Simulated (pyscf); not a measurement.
Cl–In(Cl)–Cl + H• → HCl + Cl–In [singlet] + Cl•, gas phase, doublet surface. PySCF, gas phase, ωB97X-D3(BJ)/def2-SVP geometries. MP2 and CC: frozen core, UHF for open shells. ΔMP2 is the change of the MP2 total energy from the triple- to the quadruple-zeta basis. ΔG in kcal/mol from CCSD(T)/def2-TZVPP + ΔMP2(QZVPP) energies (ideal gas, 1 atm, RRHO with modes under 100 cm⁻¹ raised to 100, one conformer, R ln 2 for chiral ones without a mode under 150 cm⁻¹).

```json
[
 {"T (K)": "298", "ΔG": "+15.1"},
 {"T (K)": "600", "ΔG": "?"},
 {"T (K)": "900", "ΔG": "-3.8"},
 {"T (K)": "1200", "ΔG": "-12.6"}
]
```

Q: Fit a line to the three values, predict ΔG at 600 K, and estimate where the reaction turns favourable at 1 atm of each gas.

A: Least squares gives ΔG = +24.2 − 30.8 × T/1000 K, so ΔS is about +129 J/(mol K) and ΔH about +24.2 kcal/mol over this range (ΔH at 298 K: +25.1). At 600 K the line gives +5.7; the computed value is +5.4. ΔG = 0 falls near 790 K; 1 kcal/mol in the energy moves that by 32 K. This is thermodynamics alone and says nothing of the barrier. The CCSD(T) − MP2 part came from Ansatz, without density fitting, on the same reference. The frozen core leaves the outer d or s,p core shells of the metals and heavy elements correlated in the MP2 and CC values, and def2-TZVPP describes them poorly, which can shift differences by a few kcal/mol. Left out: orbital degeneracy and the spin-orbit lowering of Cl. Elements past Kr carry the def2 core potentials, without spin-orbit coupling.
